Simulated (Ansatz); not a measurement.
**C2H3NS: up Jacob's ladder to CCSD(T)**

The task here is to estimate one member of a computed series from the others.

Program: Ansatz 0.2.0, Gaussian basis. Level of theory: functionals in def2-TZVPP, the program's frozen cores in correlated methods. These are calculated values, not measurements.

Levels to be run: LDA (SPW92), PBE-D4, revPBE-D4, BLYP-D4, r2SCAN-D4, B97M-V, PBE0-D4, B3LYP-D4, r2SCANh-D4, r2SCAN0-D4, HSE06-D4, BHLYP-D4, CAM-B3LYP-D4, LC-ωPBE, ωB97X-V, ωB97M-V, B2PLYP, PBE-QIDH; CCSD(T)/def2-SVP; CCSD(T)/def2-TZVPP; MP2/def2-QZVPP; extrapolation to the limit; RPA on PBE.

## Structure used throughout

All runs share one geometry, relaxed beforehand with PBE0-D4 in a triple-zeta def2 set.

SMILES `C1=NCS1`, 7 atoms, charge 0, spin multiplicity 1.

Atoms are counted from 1 here; the program's logs count them from 0.

Bond lengths: C1–N2 1.278 Å, C1–S4 1.750 Å, C1–H5 1.087 Å, N2–C3 1.452 Å, C3–S4 1.852 Å, C3–H6 1.090 Å, C3–H7 1.090 Å. Angles: N2–C1–S4 103.9°, N2–C1–H5 127.5°, S4–C1–H5 128.6°, C1–N2–C3 95.4°, N2–C3–S4 92.5°, N2–C3–H6 113.5°, N2–C3–H7 113.5°, S4–C3–H6 112.4°, S4–C3–H7 112.5°, H6–C3–H7 111.2°, C1–S4–C3 68.3°.

Geometry (Å):

```xyz
7

C    -0.9973    0.3777   -0.4011
N    -0.0054    0.9697    0.1465
C     0.7943   -0.2308    0.3148
S    -0.5074   -1.3019   -0.4517
H    -1.9243    0.8249   -0.7498
H     0.9821   -0.4858    1.3580
H     1.7192   -0.2219   -0.2624
```

Set-up of the first run:

in.yaml

```yaml
crystal:
  periodic: [false, false, false]
  atoms:
    - {symbol: C, position_ang: [-0.997297, 0.377698, -0.401056]}
    - {symbol: N, position_ang: [-0.005420, 0.969694, 0.146518]}
    - {symbol: C, position_ang: [0.794261, -0.230788, 0.314789]}
    - {symbol: S, position_ang: [-0.507368, -1.301882, -0.451689]}
    - {symbol: H, position_ang: [-1.924303, 0.824895, -0.749808]}
    - {symbol: H, position_ang: [0.982064, -0.485788, 1.358038]}
    - {symbol: H, position_ang: [1.719165, -0.221929, -0.262392]}
basis:
  gaussian: {orbitals: def2-TZVPP}
hamiltonian: {xc: lda}
output: {orbitals: {seedname: orbitals}}
```

Launch:

```console
> ansatz run in.yaml --threads 2 --pin off --events-out ev --progress --plain --max-ram 4352MiB
```

Among the steps run: LDA; PBE-D4 (GGA); revPBE-D4 (GGA); BLYP-D4 (GGA); r2SCAN-D4 (meta-GGA); B97M-V (meta-GGA); PBE0-D4 (hybrid); B3LYP-D4 (hybrid); r2SCANh-D4 (hybrid); r2SCAN0-D4 (hybrid); HSE06-D4 (hybrid); BHLYP-D4 (hybrid); CAM-B3LYP-D4 (range-separated); LC-ωPBE (range-separated); ωB97X-V (range-separated); ωB97M-V (range-separated); B2PLYP (double hybrid); PBE-QIDH (double hybrid).

One of the session's tables, all rows but one given; the rest of the session is left out.

It belongs to the step «Orbital energies across the functionals». 

```
  functional  HOMO (eV)  gap (eV)
 LDA (SPW92)      -6.21      4.42
      PBE-D4      -6.05      4.46
   revPBE-D4      -5.99      4.48
     BLYP-D4      -5.88      4.40
   r2SCAN-D4      -6.28      4.91
      B97M-V      -6.31      5.01
     PBE0-D4      -7.20      6.66
    B3LYP-D4          ?         ?
  r2SCANh-D4      -6.71      5.73
  r2SCAN0-D4      -7.36      6.95
    HSE06-D4      -6.80      5.87
    BHLYP-D4      -8.22      8.75
CAM-B3LYP-D4      -8.51      9.10
     LC-ωPBE      -9.90     11.77
     ωB97X-V      -9.52     11.24
     ωB97M-V      -9.36     10.91
```

**Question.** Estimate the row for B3LYP-D4.

Worked estimate for «HOMO (eV)». Against the share of exact exchange, BLYP-D4 (0, -5.88), BHLYP-D4 (0.5, -8.22) give a slope of -4.68 per unit share; at 0.2 the line stands at -6.82.

**Answer.** HOMO (eV): -6.97; gap (eV): 6.15. In «HOMO (eV)» the line misses by +0.15.
